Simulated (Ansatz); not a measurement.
A nudged elastic band was laid between two geometries of H$_{4}$OSi (6 atoms, charge 0, multiplicity 1).

Level of theory: RKS PBE/def2-SVP in Ansatz.

```json
{"movable images": "5", "climbing image": "yes", "spring": "5.0 eV/Å²", "optimiser": "quadratic models (default)", "start path": "through a guess of the saddle point", "force threshold": "0.05 eV/Å", "iteration limit": "60", "end points": "relaxed"}
```

Initial state:

```xyz
6
Properties=species:S:1:pos:R:3
Si 0.182 -0.024 0.108
H 0.093 0.037 1.614
H 1.616 0.089 -0.310
O -0.611 1.262 -0.634
H -1.565 1.318 -0.454
H -0.362 -1.363 -0.326
```

Final state:

```xyz
6
Properties=species:S:1:pos:R:3
Si 0.165 -0.071 -0.967
H 0.934 -0.167 1.426
H 1.445 0.115 0.904
O -0.836 1.290 -0.892
H -1.660 1.208 -0.376
H -0.694 -1.056 -0.096
```

(1) What changes between the two ends?

(2) Give the energies along the band, and the barrier.

(3) What is the geometry of the highest image?

Results:

(1) Bonds broken: Si1–H2, Si1–H3. Bonds formed: H2–H3. H4OSi becomes H2 + H2OSi.

(2) It converged. The highest image is number 3 of 0 to 6, 2.50 eV above the first end and 0.56 eV above the last; the last end lies 1.94 eV above the first. Neighbouring images differ by up to 1.3 eV, so the band resolves the path poorly. A vibrational analysis at the climbing image gives one clearly imaginary mode, 1092i cm⁻¹: a first-order saddle point. The orbitals stay closed-shell, which can raise the energy where a bond breaks towards radicals; this wasn't checked here.

```tsv
image	path coordinate (Å)	energy (eV)	Si1–H2 (Å)	Si1–H3 (Å)	H2–H3 (Å)
0	0.00	0.00	1.51	1.50	2.45
1	0.46	0.33	1.48	1.48	2.10
2	0.92	1.60	1.53	1.47	1.65
3	1.37	2.50	1.72	1.54	1.22
4	1.74	2.11	1.93	1.75	0.87
5	2.10	1.95	2.24	2.08	0.80
6	2.46	1.94	2.51	2.27	0.78
```

(3) 
```xyz
6
Properties=species:S:1:pos:R:3
Si 0.278 -0.048 -0.545
H 0.416 -0.107 1.173
H 1.385 0.181 0.496
O -0.736 1.281 -0.778
H -1.536 1.313 -0.223
H -0.453 -1.300 -0.125
```

Run time: 54 s on 1 thread of Arm Neoverse V2 (shared host), peak memory 0.078 GiB.
